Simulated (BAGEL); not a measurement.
# RI-MP2/cc-pVDZ (density fitting with qzvpp-jkfit) run of C4H3Cl (SMILES ClC1=CC=C1)

Aim: the energy change on altering one bond length of C4H3Cl at RI-MP2/cc-pVDZ (density fitting with qzvpp-jkfit), from 2 runs. 

The results are computed with BAGEL 1.2.2.

7 further runs of the same task are left out: 6 that didn't finish, 1 set aside as unsound or not needed. Runs told in other sessions of the task aren't counted.

### 1 Starting point

C4H3Cl has 8 atoms, charge 0, and is taken as a singlet. SMILES: `ClC1=CC=C1`. The shape is that of a PBE0-D4/def2-TZVP optimisation.

Bond lengths: Cl1–C2 1.688 Å, C2–C3 1.328 Å, C3–C4 1.566 Å, C2–C5 1.564 Å, C4–C5 1.326 Å, C3–H6 1.079 Å, C4–H7 1.081 Å, C5–H8 1.079 Å. Some angles: Cl1–C2–C3 135.7°, Cl1–C2–C5 132.4°, C3–C2–C5 91.9°, C2–C3–C4 88.0°, C3–C4–C5 91.9°, C2–C5–C4 88.2°, C2–C3–H6 136.1°, C4–C3–H6 135.9°, C3–C4–H7 133.3°, C5–C4–H7 134.8°.

### 2 A single-point energy at RI-MP2/cc-pVDZ (density fitting with qzvpp-jkfit)

calc.json reads:

```json
{ "bagel" : [

{
  "title" : "molecule",
  "basis" : "cc-pvdz.json",
  "df_basis" : "qzvpp-jkfit",
  "angstrom" : true,
  "geometry" : [
    { "atom" : "Cl", "xyz" : [      -1.472600,      -0.605400,       2.060600 ] },
    { "atom" : "C", "xyz" : [      -0.480100,      -0.166300,       0.767800 ] },
    { "atom" : "C", "xyz" : [       0.488500,       0.720200,       0.571400 ] },
    { "atom" : "C", "xyz" : [       0.596500,       0.195400,      -0.899700 ] },
    { "atom" : "C", "xyz" : [      -0.370800,      -0.689800,      -0.701700 ] },
    { "atom" : "H", "xyz" : [       0.985300,       1.472600,       1.163300 ] },
    { "atom" : "H", "xyz" : [       1.223500,       0.463500,      -1.738400 ] },
    { "atom" : "H", "xyz" : [      -0.878200,      -1.447100,      -1.278800 ] }
  ]
},

{ "title" : "hf" },

{ "title" : "mp2", "ncore" : 9 }

]}
```

The basis set cc-pVDZ is read from a file made from the Basis Set Exchange's data (not shown).

On the command line:

```sh
$ BAGEL_NUM_THREADS=1 BAGEL calc.json > calc.out
```

Standard output:

```text
* using 1 threads per process

  ===============================================================
  ===============================================================

  *** Geometry ***

  { "atom" : "Cl", "xyz" : [     -2.782811,     -1.144040,      3.893970 ] },
  { "atom" : "C", "xyz" : [     -0.907258,     -0.314261,      1.450932 ] },
  { "atom" : "C", "xyz" : [      0.923131,      1.360981,      1.079790 ] },
  { "atom" : "C", "xyz" : [      1.127222,      0.369252,     -1.700187 ] },
  { "atom" : "C", "xyz" : [     -0.700710,     -1.303533,     -1.326021 ] },
  { "atom" : "H", "xyz" : [      1.861947,      2.782811,      2.198318 ] },
  { "atom" : "H", "xyz" : [      2.312080,      0.875888,     -3.285100 ] },
  { "atom" : "H", "xyz" : [     -1.659557,     -2.734623,     -2.416582 ] },

  Number of auxiliary basis functions:      482

  Since a DF basis is specified, we compute 2- and 3-index integrals:
    o Being stored without compression. Storage requirement is 0.031 GB

  Number of basis functions:       89
  Number of electrons      :       44

    * METHOD: MOLECULE                             0.40

  *** RHF ***

  === Nuclear Repulsion ===
   183.3019816674

      * DIIS with orbital gradients will be used.

  === RHF iteration (cc-pvdz.json) ===
      0       -612.46387553          0.01211273           0.10
      1       -612.56065957          0.00551826           0.10
      2       -612.57651187          0.00174487           0.10
      3       -612.57890262          0.00066500           0.10
      4       -612.57918902          0.00017700           0.10
      5       -612.57927625          0.00010628           0.10
      6       -612.57932049          0.00006482           0.10
      7       -612.57933773          0.00002865           0.10
      8       -612.57934155          0.00001007           0.10
      9       -612.57934188          0.00000303           0.10
     10       -612.57934190          0.00000104           0.10
     11       -612.57934190          0.00000044           0.10
     12       -612.57934190          0.00000019           0.10
     13       -612.57934190          0.00000010           0.10
     14       -612.57934190          0.00000005           0.10
     15       -612.57934190          0.00000002           0.10
     16       -612.57934190          0.00000001           0.10
     17       -612.57934190          0.00000001           0.10
    * SCF iteration converged.

    * Permanent dipole moment:
           (   -0.341870,    -0.140831,     0.468972) a.u.

    * METHOD: HF                                   2.05

  *** RHF ***

  === Nuclear Repulsion ===
   183.3019816674

      * DIIS with orbital gradients will be used.

  === RHF iteration (cc-pvdz.json) ===
      0       -612.57934190          0.00000000           0.10
    * SCF iteration converged.

    * Permanent dipole moment:
           (   -0.341871,    -0.140831,     0.468972) a.u.

  === DF-MP2 calculation ===

    * freezing 9 orbitals
    * 3-index integral transformation done
    * assembly done

      MP2 correlation energy:   -0.6543741921      0.07

      MP2 total energy:       -613.2337160893

    * METHOD: MP2                                  0.29

  ===============================================================
```

Wall time 2.9 s (1 thread of Arm Neoverse N1, shared host); peak memory 0.12 GiB.

### 3 The distorted shape at the same level

input.json reads:

```json
{ "bagel" : [

{
  "title" : "molecule",
  "basis" : "cc-pvdz.json",
  "df_basis" : "qzvpp-jkfit",
  "angstrom" : true,
  "geometry" : [
    { "atom" : "Cl", "xyz" : [   -2.663598,   -1.132319,    3.611957 ] },
    { "atom" : "C", "xyz" : [   -0.480100,   -0.166300,    0.767800 ] },
    { "atom" : "C", "xyz" : [    0.488500,    0.720200,    0.571400 ] },
    { "atom" : "C", "xyz" : [    0.596500,    0.195400,   -0.899700 ] },
    { "atom" : "C", "xyz" : [   -0.370800,   -0.689800,   -0.701700 ] },
    { "atom" : "H", "xyz" : [    0.985300,    1.472600,    1.163300 ] },
    { "atom" : "H", "xyz" : [    1.223500,    0.463500,   -1.738400 ] },
    { "atom" : "H", "xyz" : [   -0.878200,   -1.447100,   -1.278800 ] }
  ]
},
{ "title" : "hf" },
{ "title" : "mp2", "ncore" : 9 }

]}
```

The basis set cc-pVDZ is read from a file made from the Basis Set Exchange's data (not shown).

On the command line:

```sh
$ BAGEL_NUM_THREADS=1 BAGEL input.json > input.out
```

Standard output:

```text
* using 1 threads per process

  ===============================================================
  ===============================================================

  *** Geometry ***

  { "atom" : "Cl", "xyz" : [     -5.033471,     -2.139773,      6.825610 ] },
  { "atom" : "C", "xyz" : [     -0.907258,     -0.314261,      1.450932 ] },
  { "atom" : "C", "xyz" : [      0.923131,      1.360981,      1.079790 ] },
  { "atom" : "C", "xyz" : [      1.127222,      0.369252,     -1.700187 ] },
  { "atom" : "C", "xyz" : [     -0.700710,     -1.303533,     -1.326021 ] },
  { "atom" : "H", "xyz" : [      1.861947,      2.782811,      2.198318 ] },
  { "atom" : "H", "xyz" : [      2.312080,      0.875888,     -3.285100 ] },
  { "atom" : "H", "xyz" : [     -1.659557,     -2.734623,     -2.416582 ] },

  Number of auxiliary basis functions:      482

  Since a DF basis is specified, we compute 2- and 3-index integrals:
    o Being stored without compression. Storage requirement is 0.031 GB

  Number of basis functions:       89
  Number of electrons      :       44

    * METHOD: MOLECULE                             0.39

  *** RHF ***

  === Nuclear Repulsion ===
   143.2729053700

      * DIIS with orbital gradients will be used.

  === RHF iteration (cc-pvdz.json) ===
      0       -612.15585307          0.01129069           0.10
      1       -611.89036848          0.01821197           0.10
      2       -612.32380308          0.00555537           0.10
      3       -612.34629967          0.00238228           0.10
      4       -612.35340534          0.00085227           0.10
      5       -612.35471583          0.00029649           0.10
      6       -612.35493384          0.00018608           0.10
      7       -612.35503501          0.00011493           0.10
      8       -612.35507309          0.00005181           0.10
      9       -612.35508495          0.00002658           0.10
     10       -612.35508766          0.00000742           0.10
     11       -612.35508788          0.00000410           0.10
     12       -612.35508797          0.00000276           0.10
     13       -612.35508801          0.00000225           0.10
     14       -612.35508805          0.00000188           0.10
     15       -612.35508809          0.00000163           0.10
     16       -612.35508812          0.00000146           0.10
     17       -612.35508815          0.00000140           0.10
     18       -612.35508817          0.00000138           0.10
     19       -612.35508818          0.00000137           0.10
     20       -612.35508823          0.00000134           0.10
     21       -612.35508830          0.00000130           0.10
     22       -612.35508842          0.00000122           0.10
     23       -612.35508861          0.00000112           0.10
     24       -612.35508879          0.00000095           0.10
     25       -612.35508902          0.00000101           0.10
     26       -612.35508904          0.00000072           0.10
     27       -612.35508912          0.00000062           0.10
     28       -612.35508915          0.00000037           0.10
     29       -612.35508915          0.00000034           0.10
     30       -612.35508915          0.00000011           0.10
     31       -612.35508915          0.00000007           0.10
     32       -612.35508915          0.00000002           0.10
     33       -612.35508915          0.00000001           0.10
     34       -612.35508915          0.00000001           0.10
    * SCF iteration converged.

    * Permanent dipole moment:
           (   -2.908888,    -1.259886,     3.803691) a.u.

    * METHOD: HF                                   3.75

  *** RHF ***

  === Nuclear Repulsion ===
   143.2729053700

      * DIIS with orbital gradients will be used.

  === RHF iteration (cc-pvdz.json) ===
      0       -612.35508915          0.00000001           0.10
    * SCF iteration converged.

    * Permanent dipole moment:
           (   -2.908889,    -1.259887,     3.803691) a.u.

  === DF-MP2 calculation ===

    * freezing 9 orbitals
    * 3-index integral transformation done
    * assembly done

      MP2 correlation energy:   -0.6873969214      0.07

      MP2 total energy:       -613.0424860742

    * METHOD: MP2                                  0.29

  ===============================================================
```

Wall time 4.8 s (1 thread of Arm Neoverse N1, shared host); peak memory 0.12 GiB.

### 4 Summary of results

At RI-MP2/cc-pVDZ (density fitting with qzvpp-jkfit), 9 core orbitals frozen:

```
                                                          quantity          value
                                         first shape: total energy  -613.23372 Eh
          first shape: correlation energy (9 core orbitals frozen)     -654.4 mEh
                                     distorted shape: total energy  -613.04249 Eh
      distorted shape: correlation energy (9 core orbitals frozen)     -687.4 mEh
energy change with the Cl1–C2 bond stretched from 1.688 to 3.714 Å       5.204 eV
```

One bond (distorted shape) is far stretched, which a spin-restricted single reference describes badly; perturbation theory on it can break down and give far too much correlation. With the Cl1–C2 bond stretched from 1.688 to 3.714 Å the energy rises by 5.20 eV (502 kJ/mol). The first shape isn't relaxed at this level, so the change isn't measured from a minimum. A restricted reference can't describe the breaking bond well at this length.
